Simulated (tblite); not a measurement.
# C4H6N2Na: the cost of one run

Computed with tblite 0.8.0 and PySCF 2.14.0; each step states its level. No surroundings beyond the atoms listed, unless a continuum is named. Atoms count from 0, parts from 1.

### Step 1. Starting point

13 atoms, charge 1, multiplicity 1; geometry: rigid parts in contact. Parts: 1 = atom 0, `[Na+]`, charge 1; 2 = atoms 1–6, `CC#N`, charge 0; 3 = atoms 7–12, `CC#N`, charge 0.

### Step 2. Search for minima with GFN2-xTB

Job settings and geometry (Å):

```
{"job": {"kind": "dock", "xc": "GFN2-xTB", "basis": "xTB"}, "charge": 1, "multiplicity": 1, "parts": [{"atoms": "0-0", "charge": 1, "multiplicity": 1}, {"atoms": "1-6", "charge": 0, "multiplicity": 1}, {"atoms": "7-12", "charge": 0, "multiplicity": 1}]}
Na     0.587245     0.104412     0.211723
C      0.303846     3.612804    -2.899108
C      0.393796     2.562085    -1.963677
N      0.461786     1.705231    -1.201854
H     -0.274880     3.302312    -3.772811
H     -0.208355     4.466193    -2.456616
H      1.294678     3.916878    -3.232755
C     -4.048221     3.201251    -3.990591
C     -2.845749     3.712308    -4.570491
N     -1.853134     4.095390    -4.992006
H     -4.854285     3.910680    -4.158170
H     -4.297688     2.250759    -4.458263
H     -3.909700     3.056840    -2.918469
```

Level: GFN2-xTB search for minima from random contacts, gas phase.

The run is started by

```sh
OMP_NUM_THREADS=1 python cluster_run.py task.json out
```

The driver reads the jobs from task.json and runs them one after another.

Q: Estimate the wall time of this first job on 1 thread of AMD EPYC 7R43, shared host.

About 6.8 s.
